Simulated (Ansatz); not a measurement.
## H2As–AsH, doublet: reading a ladder of total energies

Geometry: a point of a stretch scan, not a stationary point.

```xyz
5

As    0.0381    0.0213    0.9479
As   -0.0137   -0.0329   -0.9637
H    -1.3024    0.7290    1.1015
H    -0.5858   -1.3585    1.1009
H     0.0708    1.4919   -1.0266
```

Basis cc-pVDZ; Ansatz 0.2.0. Correlated methods freeze the noble-gas cores and the filled d shells of p-block atoms, which leaves 13 electrons in 41 orbitals. Prefix R: restricted or restricted open-shell reference; prefix U: unrestricted. No spin–orbit coupling is included, and no scalar relativity.

Full CI isn't at hand for all of this; UCCSDT(Q) serves as the reference, and is uncertain by about the last step of the cluster series.

Runs differ by some tens of microhartree through their thresholds and, for an open shell, their frozen cores, so steps under 0.03 kcal/mol mean nothing.

| level | total energy (hartree) |
| --- | --- |
| UHF | -4469.958925 |
| UMP2 | -4470.165981 |
| UCCSD | -4470.202587 |
| UCCSD(T) | -4470.209626 |
| UCCSDT | -4470.210574 |
| UCCSDT(Q) | -4470.210981 |

Question: What is the correlation energy at UCCSDT(Q), and what share of it do UMP2 and UCCSD recover?

Answer: E(corr) = -4470.210981 − (-4469.958925) = -0.252056 hartree = -6.859 eV. UMP2: -0.207056 / -0.252056 = 82.15 %. UCCSD: -0.243662 / -0.252056 = 96.67 %.

Question: By how many kcal/mol does UCCSD(T) miss UCCSDT(Q) (1 hartree = 627.509 kcal/mol), and which steps make up the rest?

Answer: -4470.209626 − (-4470.210981) = 0.001355 hartree = 0.85 kcal/mol. Steps: UCCSDT − UCCSD(T) = -0.59, UCCSDT(Q) − UCCSDT = -0.26 kcal/mol. Differences between like states or geometries often cancel part of this.
